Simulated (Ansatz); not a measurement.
C2H7Al⁺, that is AlH2Et with one electron fewer. Charge 1, multiplicity 2. Geometry PBE0-D4/def2-TZVP, that of the neutral singlet; atoms count from 1.

```csv
atom,x (Å),y (Å),z (Å)
Al1,1.3461,-0.7754,-0.6080
H2,2.1078,-0.0614,-1.8103
H3,2.1616,-1.7761,0.3240
C4,-0.5384,-0.3728,-0.2456
C5,-0.7131,0.8631,0.6482
H6,-1.0156,-1.2375,0.2286
H7,-1.0646,-0.2130,-1.1936
H8,-1.7683,1.0825,0.8369
H9,-0.2372,0.7312,1.6246
H10,-0.2784,1.7592,0.1951
```

Q: Estimate the Mulliken populations from the PBE0/def2-TZVP orbitals of Ansatz.

A: 
```json
{"atom": "Al1", "charge (e)": "0.51", "spin (α − β)": "0.16"}
{"atom": "H2", "charge (e)": "0.04", "spin (α − β)": "0.09"}
{"atom": "H3", "charge (e)": "0.04", "spin (α − β)": "0.09"}
{"atom": "C4", "charge (e)": "-0.23", "spin (α − β)": "0.51"}
{"atom": "C5", "charge (e)": "-0.42", "spin (α − β)": "0.03"}
{"atom": "H6", "charge (e)": "0.22", "spin (α − β)": "0.01"}
{"atom": "H7", "charge (e)": "0.22", "spin (α − β)": "0.02"}
{"atom": "H8", "charge (e)": "0.24", "spin (α − β)": "0.09"}
{"atom": "H9", "charge (e)": "0.19", "spin (α − β)": "0.01"}
{"atom": "H10", "charge (e)": "0.20", "spin (α − β)": "0.01"}
```
Mulliken values and Mayer orders depend strongly on the basis.

Q: Where does the spin sit?

A: Summed by element: Al 0.16, H 0.31, C 0.53, of 1 unpaired in all. Largest on single atoms: C4 0.51, Al1 0.16, H3 0.09.

Q: And the Mayer bond orders between bonded heavy atoms (over 0.3)?

A: Al1–C4 0.65 (1.96 Å); C4–C5 1.09 (1.54 Å).
